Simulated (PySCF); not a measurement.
Molecule: oxalyl dichloride, C$_{2}$Cl$_{2}$O$_{2}$.

Mapped SMILES: `[O:1]=[C:2]([Cl:3])[C:4](=[O:5])[Cl:6]`.

Geometry PBE0-D3(BJ)/def2-SVP throughout; GIAO in PySCF 2.14, gas phase, one conformer, non-relativistic; equivalent atoms averaged; functional PBE0.

Task: How do the absolute shieldings σ depend on the basis set? (ppm; last column core-seconds on 1 thread of an Arm Neoverse V2, shared host)

Result: 
```csv
basis set,functions,O1/O5,C2/C4,Cl3/Cl6,core-s
STO-3G,38,-141.3,123.2,807.2,2.2
6-31G,62,-270.8,37.7,530.4,4.2
6-31G*,92,-224.0,36.7,555.5,6.2
def2-SVP,92,-232.4,29.5,572.1,5.6
"6-311+G(2d,p)",178,-262.3,18.9,510.1,15
def2-TZVP,198,-267.9,16.7,486.8,18
```

Task: Which nucleus moves most, in ppm?

Result: Cl3/Cl6 (chlorine bonded to C): from 486.8 ppm with def2-TZVP to 807.2 ppm with STO-3G. The smallest spread is 106.5 ppm, at C2/C4.

Task: Taking the largest basis, def2-TZVP (198 functions), as the yardstick, rank the others by their worst heavy-atom deviation.

Result: 6-311+G(2d,p) 23.3 ppm (178 functions), 6-31G 43.6 ppm (62 functions), 6-31G* 68.8 ppm (92 functions), def2-SVP 85.3 ppm (92 functions), STO-3G 320.5 ppm (38 functions).

A small basis that lands close on one nucleus may do so by chance; judge by the trend and by all nuclei.
